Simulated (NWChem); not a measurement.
## Correlation energy of hydroxide (HO (-1))

```
O
H 1 0.9806
```
Charge -1, spin multiplicity 1.

All runs are NWChem calculations. Structure: optimised with PBE0/def2-SVP, a minimum by its harmonic frequencies.

Basis set: def2-SVPD. Each correlation energy counts from its own Hartree-Fock reference.

The correlated methods keep 1 core orbital frozen. The anion's geometry comes from a basis without diffuse functions. Coupled-cluster values serve here as a point of comparison, not as the truth.

```json
[
 {"method": "CCSD+T(CCSD)", "correlation energy (mHa)": "-245.7"},
 {"method": "CCSD(T)", "correlation energy (mHa)": "-244.0"},
 {"method": "CCSDT", "correlation energy (mHa)": "?"},
 {"method": "SCS-MP2", "correlation energy (mHa)": "-229.0"},
 {"method": "CCSD", "correlation energy (mHa)": "?"},
 {"method": "CR-CCSD[T]", "correlation energy (mHa)": "-244.0"},
 {"method": "MP2", "correlation energy (mHa)": "?"},
 {"method": "CR-CCSD(T)", "correlation energy (mHa)": "?"}
]
```

Q: Some entries are withheld; supply them.

A: 
- CCSDT, correlation energy (mHa): -244.3
- CCSD, correlation energy (mHa): -236.0
- MP2, correlation energy (mHa): -237.0
- CR-CCSD(T), correlation energy (mHa): -242.6
